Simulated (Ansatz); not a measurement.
## Molecular dynamics of BFH$_{3}$N

Input file:

```yaml
crystal:
  periodic: [false, false, false]
  atoms:
    - { symbol: B, position_ang: [-0.448216, -0.30092, 0.450328] }
    - { symbol: H, position_ang: [0.922766, -0.076032, 0.78985] }
    - { symbol: F, position_ang: [1.330027, 0.414195, -0.107652] }
    - { symbol: "N", position_ang: [-1.278049, -0.074087, -0.610534] }
    - { symbol: H, position_ang: [-2.256924, -0.342285, -0.608028] }
    - { symbol: H, position_ang: [-0.947706, 0.37913, -1.460163] }
basis:
  gaussian: { orbitals: def2-SVP }
hamiltonian:
  xc: b3lyp
  dispersion: d4
md:
  timestep: 0.5
  n_steps: 200
  ensemble: nve
  temperature: 100.0
  initial_velocities: maxwell_boltzmann
  seed: 3604
```

Run as:

```bash
$ ansatz run input.yaml --threads 1 --pin off --max-ram 2048MiB --backend cpu --events-out ev --progress --plain --runs-dir out
```

It starts at the highest image of a converged band. Of that band: Neighbouring images differ by up to 1.8 eV, so the band resolves the path poorly. A vibrational analysis at the climbing image gives one clearly imaginary mode, 779i cm⁻¹: a first-order saddle point.

Output, in part (step lines, the closing report, with atoms numbered from 0):

```
md step     0: t =     0.00 fs  T =   100.0 K  F+E_penalty+E_count = -4926.58163888 eV  E_kin = 0.051704 eV  conserved = -4926.52993488 eV  (24 SCF iters)
md step     1: t =     0.50 fs  T =    98.2 K  F+E_penalty+E_count = -4926.58069520 eV  E_kin = 0.050780 eV  conserved = -4926.52991542 eV  (25 SCF iters)
md step     2: t =     1.00 fs  T =    93.4 K  F+E_penalty+E_count = -4926.57813378 eV  E_kin = 0.048267 eV  conserved = -4926.52986694 eV  (23 SCF iters)
md step     3: t =     1.50 fs  T =    86.8 K  F+E_penalty+E_count = -4926.57470756 eV  E_kin = 0.044898 eV  conserved = -4926.52980996 eV  (22 SCF iters)
md step     4: t =     2.00 fs  T =    80.3 K  F+E_penalty+E_count = -4926.57130749 eV  E_kin = 0.041541 eV  conserved = -4926.52976626 eV  (22 SCF iters)
md step     5: t =     2.50 fs  T =    75.2 K  F+E_penalty+E_count = -4926.56862321 eV  E_kin = 0.038873 eV  conserved = -4926.52974994 eV  (22 SCF iters)
md step     6: t =     3.00 fs  T =    71.9 K  F+E_penalty+E_count = -4926.56691650 eV  E_kin = 0.037153 eV  conserved = -4926.52976359 eV  (22 SCF iters)
md step     7: t =     3.50 fs  T =    70.0 K  F+E_penalty+E_count = -4926.56598123 eV  E_kin = 0.036184 eV  conserved = -4926.52979748 eV  (22 SCF iters)
[... lines left out ...]
Total energy: -4928.91361572 eV, -181.1342344401 hartree
Atom 0 at     0.050840    -0.194855     0.389554 Å, force    -7.212825    -0.453441    -2.053801 eV/Å
Atom 1 at    -0.334482    -0.700897     1.583459 Å, force     1.108259     0.939705    -2.159635 eV/Å
Atom 2 at     1.075145     0.351790    -0.054907 Å, force     4.184534     1.141681    -0.071001 eV/Å
Atom 3 at    -1.229613     0.012784    -0.714708 Å, force     4.590057    -0.324596     6.118449 eV/Å
Atom 4 at    -1.774867    -0.496733    -0.077740 Å, force    -2.664858    -0.990438    -0.200420 eV/Å
Atom 5 at    -1.393633    -0.009977    -1.678837 Å, force    -0.005166    -0.312911    -1.633593 eV/Å
Dipole moment:    -0.079960    -0.217606     0.001386 e Å
```

The steps, from the saved trajectory:

| time (fs) | T (K) | potential energy less start (eV) | conserved less start (meV/atom) |
| --- | --- | --- | --- |
| 0 | 100 | 0.000 | 0.00 |
| 3 | 72 | 0.015 | 0.03 |
| 6 | 56 | 0.023 | 0.03 |
| 9 | 67 | 0.017 | 0.00 |
| 12 | 47 | 0.028 | 0.03 |
| 15 | 31 | 0.036 | 0.03 |
| 18 | 34 | 0.034 | 0.01 |
| 21 | 41 | 0.031 | 0.03 |
| 24 | 58 | 0.022 | 0.02 |
| 27 | 68 | 0.017 | 0.02 |
| 30 | 112 | -0.006 | 0.05 |
| 33 | 283 | -0.094 | 0.06 |
| 36 | 798 | -0.360 | 0.16 |
| 39 | 2289 | -1.131 | 0.16 |
| 42 | 4665 | -2.364 | -0.51 |
| 45 | 5840 | -2.971 | -0.48 |
| 48 | 5759 | -2.929 | -0.53 |
| 51 | 4424 | -2.239 | -0.47 |
| 54 | 3781 | -1.907 | -0.71 |
| 57 | 5457 | -2.774 | -0.70 |
| 60 | 5278 | -2.680 | -0.46 |
| 63 | 2646 | -1.316 | 0.09 |
| 66 | 3235 | -1.621 | 0.03 |
| 69 | 5767 | -2.934 | -0.71 |
| 72 | 3729 | -1.870 | 1.12 |
| 75 | 5440 | -2.776 | -2.46 |
| 78 | 2331 | -1.152 | 0.34 |
| 81 | 2735 | -1.362 | 0.13 |
| 84 | 5660 | -2.881 | -1.11 |
| 87 | 2680 | -1.328 | 1.09 |
| 90 | 6378 | -3.264 | -2.98 |
| 93 | 5228 | -2.656 | -0.65 |
| 96 | 3676 | -1.849 | -0.04 |
| 99 | 4130 | -2.086 | -0.34 |

All steps were run. The conserved energy stayed within 4.8 meV per atom of its start (net change -1.2 meV per atom), so there is no drift, though single steps change it by up to 28 meV in the whole system, a sign of fast motions only just resolved. The kinetic energy rose, since the run started high on the potential surface and went downhill. A run of 0.1 ps of so small a system gives no equilibrium averages. The orbitals stay closed-shell, which can raise the energy where a bond breaks towards radicals; this wasn't checked here.

Between its relaxed ends the band would form H2–F3 and break B1–H2, B1–F3. These pairs go: H2–F3 1.10 → 2.40 Å, B1–H2 1.43 → 1.35 Å, B1–F3 2.00 → 1.24 Å. In the last frame they stand as before the step (other bonds may differ from the relaxed reactants and products). These pairs come and go: their bonding changes 13 times, last at 100 of 100 fs, so the outcome isn't settled. It ends as one piece, BFH3N. Pairs count as bonded within 1.25 times the sum of covalent radii (0.12 Å more for H–H).

Last frame:

```xyz
6
Properties=species:S:1:pos:R:3
B 0.051 -0.195 0.390
H -0.335 -0.701 1.583
F 1.075 0.352 -0.055
N -1.230 0.013 -0.715
H -1.775 -0.497 -0.078
H -1.394 -0.010 -1.679
```

Run time: 4 min on 1 thread of Arm Neoverse V1, on a shared host, peak memory 0.097 GiB.
